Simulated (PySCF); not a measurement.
# Bond curve of MgO

Set-up: basis Mg x2c-TZVPPall, O x2c-TZVPPall; spin-free X2C with a Gaussian nucleus; PySCF 2.14. Energies in eV from Mg + O in their ground configurations at the same level. All curves are PBE0. state 1: ³Π (triplet), unpaired electrons σ ↑, π ↑; state 2: Ms = 0 determinant of mixed spin (⟨S²⟩ near 1.0), unpaired electrons σ ↓, π ↑, a second solution, started from another occupation; state 3: ¹Σ⁺ (singlet), closed shell, a second solution, started from another occupation.

```json
{"R (Å)": "1.620", "state 1": "-1.586", "state 2": "-1.540", "state 3": "-1.829"}
{"R (Å)": "1.696", "state 1": "-2.015", "state 2": "-1.967", "state 3": "-1.998"}
{"R (Å)": "1.771", "state 1": "-2.249", "state 2": "-2.197", "state 3": "-1.998"}
{"R (Å)": "1.827", "state 1": "-2.331", "state 2": "-2.276", "state 3": "-1.922"}
{"R (Å)": "1.884", "state 1": "-2.354", "state 2": "-2.295", "state 3": "-1.799"}
{"R (Å)": "1.940", "state 1": "-2.332", "state 2": "-2.268", "state 3": "-1.644"}
{"R (Å)": "2.016", "state 1": "-2.253", "state 2": "-2.181", "state 3": "-1.406"}
{"R (Å)": "2.110", "state 1": "-2.099", "state 2": "-2.015", "state 3": "-1.081"}
{"R (Å)": "2.223", "state 1": "-1.873", "state 2": "-1.766", "state 3": "-0.685"}
{"R (Å)": "2.374", "state 1": "-1.548", "state 2": "-1.401", "state 3": "-0.182"}
```

Problem. Put a parabola through the three lowest points of the state 1 curve and estimate Re, k and ωe (reduced mass 9.596 u; 1 eV/Å² = 0.16022 mdyn/Å; ωe = 1302.8·√(k/μ) cm⁻¹).

Solution. Through R = 1.827, 1.884, 1.94 Å the second-order coefficient is 7.05 eV/Å², so Re ≈ 1.884 Å, k ≈ 2.26 mdyn/Å and ωe ≈ 632 cm⁻¹. A polynomial fit of higher order to the unrounded PBE0 energies gives Re = 1.882 Å, k = 2.25 mdyn/Å, ωe = 631 cm⁻¹; anharmonicity and rounding make the difference.

The higher-order fit for each curve: state 1: Re = 1.882 Å, ωe = 631 cm⁻¹, De = 2.35 eV; state 2: Re = 1.877 Å, ωe = 645 cm⁻¹, minimum 2.30 eV below the ground-state fragments; state 3: Re = 1.732 Å, ωe = 831 cm⁻¹, minimum 2.02 eV below the ground-state fragments.

The state is the lowest determinant that a PBE0 search found; another state may lie lower at other levels.
